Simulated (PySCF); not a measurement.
Species: C₅H₅ (charge -1).
Bonds: C1–C2 (aromatic), C2–C3 (aromatic), C3–C4 (aromatic), C4–C5 (aromatic), C1–C5 (aromatic). Hydrogens: H6 on C1; H7 on C2; H8 on C3; H9 on C4; H10 on C5.

Computed, not measured: PBE0-D3(BJ)/def2-SVP geometry optimisation, gas phase (PySCF 2.14.0).

(1) What internal coordinates does the optimisation give?

Results:

(1) 
| bond | length (pm) | order |
| --- | --- | --- |
| C1–C2 and 4 like bonds | 141.3 | aromatic |
| C1–H6 and 4 like bonds | 109.6 | single |

Bonds in one row agree within 1 pm and their mean is given. Orders are formal, as drawn. A selection of angles:
| angle | degrees |
| --- | --- |
| C2–C1–C5 | 108.0 |
| C2–C1–H6 | 126.0 |

All internal angles of the 5-membered ring C1–C2–C3–C4–C5 are 108.0°; it is planar, 0.00 Å rms from its mean plane, widest ring torsion 0°. All 5 C–C bonds measure 1.413 Å. C1 (aromatic CH carbon) is planar (angles 126.0°, 126.0° and 108.0°, sum 360.0°, 0.00 Å off the plane of its three neighbours). The 5 heavy atoms lie in one plane (0.000 Å rms).

Point group: D5h (tolerance 0.08 Å). No PBE0-D3(BJ)/def2-SVP frequencies stand behind this structure, so it isn't proved a minimum.
